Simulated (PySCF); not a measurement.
**Functional benchmark on one molecule**

Molecule: `COCCOC`, C$_{4}$H$_{10}$O$_{2}$.

Structure with atom numbers: `[CH3:1][O:2][CH2:3][CH2:4][O:5][CH3:6]` (H(Xn): hydrogen on atom n).

Geometry PBE0-D3(BJ)/def2-SVP throughout; GIAO in PySCF, gas phase, one conformer, non-relativistic; equivalent atoms averaged; basis pcSseg-1.

Reference values (measured; solution, TFE-d3, 298 K; Fulmer et al., Organometallics 2010, 29, 2176): δ(H(C1)/H(C6)) = 3.40 ppm, δ(H(C3)/H(C4)) = 3.61 ppm, δ(C1/C6) = 59.5 ppm, δ(C3/C4) = 72.9 ppm. Computed shifts are taken against TMS, calculated as an isolated molecule at each level.

Task: How do the functionals HF, LDA, PBE, BLYP, BP86, OPBE, KT2, KT3, B97-D, B3LYP, PBE0, mPW1PW91, WP04, B97-2, BHandHLYP, CAM-B3LYP, wB97X-D, LC-wPBE perform against the reference? Times are CPU seconds on shared hosts with different chips, so compare them loosely.

Result: 
```tsv
functional	kind	H(C1)/H(C6)	H(C3)/H(C4)	C1/C6	C3/C4	mean abs. error H	mean abs. error C	core-s
HF	Hartree–Fock	3.13	2.98	53.8	65.1	0.45	6.8	4.4
LDA	LDA	3.52	3.41	63.1	79.3	0.16	5.0	11
PBE	GGA	3.44	3.32	61.8	76.6	0.17	3.0	15
BLYP	GGA	3.47	3.33	62.6	78.2	0.18	4.2	15
BP86	GGA	3.45	3.33	62.1	76.6	0.17	3.1	15
OPBE	GGA	3.35	3.25	58.9	71.8	0.20	0.9	14
KT2	GGA	3.42	3.27	60.6	74.5	0.18	1.3	17
KT3	GGA	3.36	3.22	59.3	72.9	0.21	0.1	17
B97-D	GGA	3.43	3.32	60.9	74.9	0.16	1.7	16
B3LYP	global hybrid	3.37	3.23	60.7	75.3	0.20	1.8	11
PBE0	global hybrid	3.32	3.20	59.6	73.2	0.24	0.2	23
mPW1PW91	global hybrid	3.31	3.19	59.5	72.9	0.25	0.0	11
WP04	global hybrid	3.16	3.13	60.5	73.4	0.36	0.8	21
B97-2	global hybrid	3.31	3.19	59.2	72.3	0.25	0.5	21
BHandHLYP	global hybrid	3.26	3.12	58.0	71.4	0.31	1.5	21
CAM-B3LYP	range-separated hybrid	3.36	3.22	60.0	74.4	0.21	1.0	29
wB97X-D	range-separated hybrid	3.30	3.19	59.6	72.7	0.26	0.2	28
LC-wPBE	range-separated hybrid	3.28	3.18	58.8	71.5	0.27	1.1	38
```

For $^{1}$H the closest is LDA (0.16 ppm, with B97-D, PBE, BP86, BLYP, KT2 practically level) and the furthest HF (0.45 ppm).

For $^{13}$C the closest is mPW1PW91 (0.0 ppm, with KT3, wB97X-D, PBE0 practically level) and the furthest HF (6.8 ppm). One molecule is a small sample, and vibrational and solvent effects are absent from the calculation.
